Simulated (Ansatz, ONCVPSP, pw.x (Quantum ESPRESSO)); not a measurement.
**What a changed setting does to a pw.x run (diamond Si)**

Potential: optimised norm-conserving Vanderbilt (ONCV), ONCVPSP 4.0.1, LDA (Perdew-Wang 92); core [Ne], reference 3s2 3p2; waves: 3s: rc 1.80 bohr, ncon 5, nbas 9, qcut 3.6 1/bohr, 2 projectors, debl 3.3 Ha; 3p: rc 2.35 bohr, ncon 4, nbas 9, qcut 3.9 1/bohr, 2 projectors, debl 1.2 Ha; d scattering state at 0.37 Ha: rc 2.00 bohr, ncon 4, nbas 7, qcut 5.1 1/bohr, 2 projectors, debl 2.8 Ha; local part: polynomial inside 1.10 bohr (lpopt 5, dvloc0 6 Ha); core correction: polynomial model core, fcfact 0.2.

The reference run (k-mesh 9³, cutoffs 120/480 Ry, Fermi–Dirac 0.01 Ry, mixing_beta 0.4, conv_thr 1e-9, no spin) gives -0.30 GPa at 19.694 Å³/atom, where all-electron LAPW gives -0.03 GPa. This run, with its own iteration cap, changes k-mesh points per axis to 2.

```
&control
  calculation='scf', prefix='x', pseudo_dir='./', outdir='./tmp', tstress=.true., disk_io='none'
/
&system
  ibrav=0, nat=2, ntyp=1, ecutwfc=120, ecutrho=480, nbnd=11,
  occupations='smearing', smearing='fd', degauss=0.01
/
&electrons
  conv_thr=1e-09, mixing_beta=0.4, electron_maxstep=60
/
ATOMIC_SPECIES
Si 1.0 Si.UPF
CELL_PARAMETERS angstrom
  0.00000000 2.70050288 2.70050288
  2.70050288 0.00000000 2.70050288
  2.70050288 2.70050288 0.00000000
ATOMIC_POSITIONS crystal
Si 0.0000 0.0000 0.0000
Si 0.2500 0.2500 0.2500
K_POINTS automatic
2 2 2 0 0 0
```

```bash
pw.x < Si.scf.in > Si.scf.out
```

Problem. How does the run end?

Solution. It converges in 9 iterations; the free energy moves by +1.30 eV/atom and the pressure by +6.46 GPa.

```
Message from routine setup:
     using ibrav=0 with symmetry is DISCOURAGED, use correct ibrav instead
     lattice parameter (alat)  =       7.2170  a.u.
     unit-cell volume          =     265.8034 (a.u.)^3
     number of electrons       =         8.00
     number of Kohn-Sham states=           11
     kinetic-energy cutoff     =     120.0000  Ry
     charge density cutoff     =     480.0000  Ry
     scf convergence threshold =      1.0E-09
     Exchange-correlation= SLA  PW   NOGX NOGC
     number of k points=     3  Fermi-Dirac smearing, width (Ry)=  0.0100
     iteration #  1     ecut=   120.00 Ry     beta= 0.40
     total energy              =     -18.79485030 Ry
     estimated scf accuracy    <       0.10605355 Ry
     iteration #  2     ecut=   120.00 Ry     beta= 0.40
     total energy              =     -18.78828358 Ry
     estimated scf accuracy    <       0.02723577 Ry
     iteration #  3     ecut=   120.00 Ry     beta= 0.40
     total energy              =     -18.79091756 Ry
     estimated scf accuracy    <       0.00090172 Ry
     iteration #  4     ecut=   120.00 Ry     beta= 0.40
     total energy              =     -18.79076415 Ry
     estimated scf accuracy    <       0.00226297 Ry
     iteration #  5     ecut=   120.00 Ry     beta= 0.40
     total energy              =     -18.79099018 Ry
     estimated scf accuracy    <       0.00001404 Ry
     iteration #  6     ecut=   120.00 Ry     beta= 0.40
     total energy              =     -18.79098749 Ry
     estimated scf accuracy    <       0.00001432 Ry
     iteration #  7     ecut=   120.00 Ry     beta= 0.40
     total energy              =     -18.79098803 Ry
     estimated scf accuracy    <       0.00000101 Ry
     iteration #  8     ecut=   120.00 Ry     beta= 0.40
     total energy              =     -18.79098818 Ry
     estimated scf accuracy    <          2.1E-09 Ry
     iteration #  9     ecut=   120.00 Ry     beta= 0.40
     the Fermi energy is     6.5706 ev
!    total energy              =     -18.79098819 Ry
     estimated scf accuracy    <          8.9E-10 Ry
     smearing contrib. (-TS)   =      -0.00943074 Ry
     The total energy is F=E-TS. E is the sum of the following terms:
     one-electron contribution =       5.23793267 Ry
     hartree contribution      =       1.18797460 Ry
     xc contribution           =      -8.31833915 Ry
     ewald contribution        =     -16.88912557 Ry
     convergence has been achieved in   9 iterations
          total   stress  (Ry/bohr**3)                   (kbar)     P=       61.61
     Message from routine punch:
     Nothing written, as per user request (disk_io='none')
```

The run took about 6.1 s on one core of a shared host (AMD EPYC 7R43 64-Core Processor, 256 threads, 1004 GiB, load 162).
